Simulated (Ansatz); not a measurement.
What a trial cell of Ta2Ru relaxes into

The calculation used Ansatz 0.2.0, DFT PBE, scalar-relativistic, plane waves, PAW. Cutoff 420 eV, Γ-centred k mesh, Gaussian smearing, no spin polarisation in the final step.

This is the end of a relaxation of cell and atoms.

```xyz
6
Lattice="2.9165 0.0000 0.0000 -1.4583 2.5258 0.0000 0.0000 0.0000 13.7696" Properties=species:S:1:pos:R:3 pbc="T T T"
Ta    0.0000    1.6839    8.1468
Ta    1.4583    0.8419    1.2620
Ta    0.0000    1.6839   12.5076
Ta    1.4583    0.8419    5.6228
Ru    0.0000    1.6839    3.4424
Ru    1.4583    0.8419   10.3272
```

Formation energies are uncorrected and refer to the elements' standard structures at the same level.

(1) What space group does it have?

(2) What is its formation energy per atom?

(3) Is it a metal?

## Answers

(1) P6_3/mmc (No. 194). Conventional cell: a = 2.917 Å, c = 13.770 Å. Ta is coordinated by 3 Ru at 2.75 Å and 9 Ta at 2.92–3.03 Å; Ru is coordinated by 6 Ta at 2.75 Å and 6 Ru at 2.92 Å.

(2) 0.08 eV/atom.

(3) Yes, bands cross the Fermi level on the 12×12×4 mesh.

The final run used a 12×12×4 mesh on its 6-atom cell and 0.10 eV smearing. The k mesh leaves about 4 meV/atom of noise in metals. Spin–orbit coupling is left out. The cell came from a trial start, so Ta2Ru may not exist in this structure.

Cost: 3 runs of about 5.9 core-minutes in all, on Intel Xeon Processor @ 2.50GHz (Skylake/Cascade Lake) (shared hosts).